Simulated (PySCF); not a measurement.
# UMP2/x2c-TZVPall (sfX2C) run of CHS (thioformyl radical)

What is the vertical ionisation energy of CHS (thioformyl radical) at UMP2/x2c-TZVPall (sfX2C)? Input form: a Python script.

The calculation is run with PySCF 2.14.0.

### Step 1. The molecule

The species is CHS (3 atoms), meant as a doublet with charge 0. As SMILES, `[CH]=S`. The coordinates come from a GFN2-xTB relaxation.

Bond lengths: C1–S2 1.564 Å, C1–H3 1.076 Å. Angles: S2–C1–H3 129.0°.

### Step 2. The energy at UMP2/x2c-TZVPall (sfX2C)

File start.xyz:

```xyz
3
CHS
C     -0.162530     0.369280    -0.045900
S      1.131220    -0.233320     0.594460
H     -0.968690    -0.135960    -0.548560
```

File run.py:

```python
# [CH]=S
from pyscf import gto, scf, mp

system = gto.M(
    atom='start.xyz',
    max_memory=1860,
    verbose=3,
    basis='x2c-tzvpall',
    charge=0,
    spin=1,
)

hf = scf.UHF(system)
hf = hf.x2c()
hf.conv_tol = 1e-10
hf.kernel()
if not hf.converged:
    hf = hf.newton().run(hf.mo_coeff, hf.mo_occ)

pt = mp.MP2(hf, frozen=6).run()
e_final = pt.e_tot
print('E = %.10f Eh' % e_final)
```

Run with:

```console
$ OMP_NUM_THREADS=1 python run.py
```

Output:

```text
converged SCF energy = -437.025960890824  <S^2> = 1.0192347  2S+1 = 2.2532063
E(UMP2) = -437.309264719373  E_corr = -0.283303828549337
E(SCS-UMP2) = -437.30466671098  E_corr = -0.278705820156173
E = -437.3092647194 Eh
```

Run time: 3 s. Hardware: 1 thread of Intel Xeon Platinum 8375C at 2.90GHz (Ice Lake), shared host; peak memory 0.16 GiB.

### Step 3. The singlet cation

File input.py:

```python
from pyscf import gto, scf, mp

system = gto.M(
    atom='''
C     -0.162530     0.369280    -0.045900
S      1.131220    -0.233320     0.594460
H     -0.968690    -0.135960    -0.548560
''',
    basis='x2c-tzvpall',
    charge=1,
    verbose=4,
    max_memory=1860,
)

mf = scf.RHF(system)
mf = mf.sfx2c1e()
mf.conv_tol = 1e-10
mf.kernel()
if not mf.converged:
    mf = mf.newton().run(mf.mo_coeff, mf.mo_occ)

pt = mp.MP2(mf, frozen=6).run()
e_final = pt.e_tot
print(f'total energy: {e_final:.8f} hartree')
```

Run with:

```console
$ OMP_NUM_THREADS=1 python input.py
```

Output:

```text
PySCF version 2.14.0

[INPUT] num. atoms = 3
[INPUT] num. electrons = 22
[INPUT] charge = 1
[INPUT] spin (= nelec alpha-beta = 2S) = 0
[INPUT] symmetry False subgroup None
[INPUT] Mole.unit = angstrom
[INPUT] Symbol           X                Y                Z      unit          X                Y                Z       unit  Magmom
[INPUT]  1 C     -0.162530000000   0.369280000000  -0.045900000000 AA   -0.307137187026   0.697838063279  -0.086738429118 Bohr   0.0
[INPUT]  2 S      1.131220000000  -0.233320000000   0.594460000000 AA    2.137695986630  -0.440910899384   1.123366592009 Bohr   0.0
[INPUT]  3 H     -0.968690000000  -0.135960000000  -0.548560000000 AA   -1.830558799605  -0.256927163896  -1.036628162891 Bohr   0.0

nuclear repulsion = 38.964786289071
number of shells = 10
number of NR pGTOs = 117
number of NR cGTOs = 74
basis = x2c-tzvpall
ecp = {}

******** <class 'pyscf.x2c.sfx2c1e.sfX2C1eRHF'> ********
method = sfX2C1eRHF
initial guess = minao
damping factor = 0
level_shift factor = 0
DIIS = <class 'pyscf.scf.diis.CDIIS'>
diis_start_cycle = 1
diis_space = 8
diis_damp = 0
SCF conv_tol = 1e-10
SCF conv_tol_grad = None
SCF max_cycles = 50
direct_scf = True
direct_scf_tol = 1e-13

******** <class 'pyscf.x2c.sfx2c1e.SpinFreeX2CHelper'> ********
approx = 1e
xuncontract = 1
Set gradient conv threshold to 1e-05
Initial guess from minao.
init E= -437.125755344214
  HOMO = -0.366185413714105  LUMO = -0.10409908859733  gap/eV = 7.13173
cycle= 1 E= -436.587809126509  delta_E= 0.538  |g|= 0.557  |ddm|= 1.39
  HOMO = -0.801667211757886  LUMO = -0.37218158989511  gap/eV = 11.68690
cycle= 2 E= -436.607363148055  delta_E= -0.0196  |g|= 0.613  |ddm|= 0.737
  HOMO = -0.756679640008509  LUMO = -0.310112650567664  gap/eV = 12.15171
cycle= 3 E= -436.703026748288  delta_E= -0.0957  |g|= 0.0632  |ddm|= 0.369
  HOMO = -0.73260990679425  LUMO = -0.282084608634147  gap/eV = 12.25942
cycle= 4 E= -436.704206211566  delta_E= -0.00118  |g|= 0.0209  |ddm|= 0.0819
  HOMO = -0.734032890814936  LUMO = -0.280354671000929  gap/eV = 12.34521
cycle= 5 E= -436.704435300141  delta_E= -0.000229  |g|= 0.00724  |ddm|= 0.025
  HOMO = -0.734476464934178  LUMO = -0.28099076272499  gap/eV = 12.33997
cycle= 6 E= -436.704524561374  delta_E= -8.93e-05  |g|= 0.00458  |ddm|= 0.0139
  HOMO = -0.734716091402343  LUMO = -0.281038300425838  gap/eV = 12.34520
cycle= 7 E= -436.704589215308  delta_E= -6.47e-05  |g|= 0.00252  |ddm|= 0.0161
  HOMO = -0.734982546907811  LUMO = -0.281176223061955  gap/eV = 12.34870
cycle= 8 E= -436.704613495457  delta_E= -2.43e-05  |g|= 0.000685  |ddm|= 0.0146
  HOMO = -0.73493988200394  LUMO = -0.281230263824117  gap/eV = 12.34607
cycle= 9 E= -436.704614647716  delta_E= -1.15e-06  |g|= 0.000235  |ddm|= 0.00295
  HOMO = -0.73497703408215  LUMO = -0.281250423893365  gap/eV = 12.34653
cycle= 10 E= -436.704614742204  delta_E= -9.45e-08  |g|= 5.57e-05  |ddm|= 0.000762
  HOMO = -0.734971228708958  LUMO = -0.281249115815022  gap/eV = 12.34641
cycle= 11 E= -436.704614746546  delta_E= -4.34e-09  |g|= 1.93e-05  |ddm|= 0.000155
  HOMO = -0.734969276685811  LUMO = -0.281248390238058  gap/eV = 12.34637
cycle= 12 E= -436.704614746851  delta_E= -3.05e-10  |g|= 4.67e-06  |ddm|= 3.35e-05
  HOMO = -0.734969938231352  LUMO = -0.28124863919659  gap/eV = 12.34639
cycle= 13 E= -436.704614746873  delta_E= -2.15e-11  |g|= 3.36e-06  |ddm|= 8.88e-06
  HOMO = -0.734969782076884  LUMO = -0.281248487997516  gap/eV = 12.34639
Extra cycle  E= -436.704614746876  delta_E= -2.84e-12  |g|= 2.34e-06  |ddm|= 3.82e-06
converged SCF energy = -436.704614746876

******** <class 'pyscf.mp.mp2.RMP2'> ********
nocc = 5, nmo = 68
frozen orbitals 6
E(RMP2) = -437.026056202707  E_corr = -0.321441455831664
E(SCS-RMP2) = -437.023378682726  E_corr = -0.318763935850095
E_corr(same-spin) = -0.0772682436321949
E_corr(oppo-spin) = -0.244173212199469
total energy: -437.02605620 hartree
```

Run time: 2.9 s. Hardware: 1 thread of Intel Xeon Platinum 8375C at 2.90GHz (Ice Lake), shared host; peak memory 0.16 GiB.

### Step 4. Outcome

At UMP2/x2c-TZVPall (sfX2C), 6 core orbitals frozen:

```
                                                               quantity          value
                                              doublet CHS: total energy  -437.30926 Eh
                      doublet CHS: dipole moment (Hartree–Fock density)         1.18 D
doublet CHS: HOMO energy (Hartree–Fock orbitals) (highest over α and β)       -9.24 eV
 doublet CHS: LUMO energy (Hartree–Fock orbitals) (lowest over α and β)        1.24 eV
               doublet CHS: correlation energy (6 core orbitals frozen)     -283.3 mEh
                         doublet CHS: ⟨S²⟩ of the reference determinant          1.019
                                           singlet cation: total energy  -437.02606 Eh
                    singlet cation: HOMO energy (Hartree–Fock orbitals)      -20.00 eV
                    singlet cation: LUMO energy (Hartree–Fock orbitals)       -7.65 eV
                  singlet cation: HOMO–LUMO gap (Hartree–Fock orbitals)       12.35 eV
            singlet cation: correlation energy (6 core orbitals frozen)     -321.4 mEh
                     vertical ionisation energy (to the singlet cation)       7.706 eV
```

What this shows: The vertical ionisation energy comes to 7.71 eV (178 kcal/mol). Only the singlet of the ionised species was computed; a triplet could lie lower. ⟨S²⟩ (doublet CHS) is 1.02 where a pure doublet has 0.75: the reference is spin-contaminated.
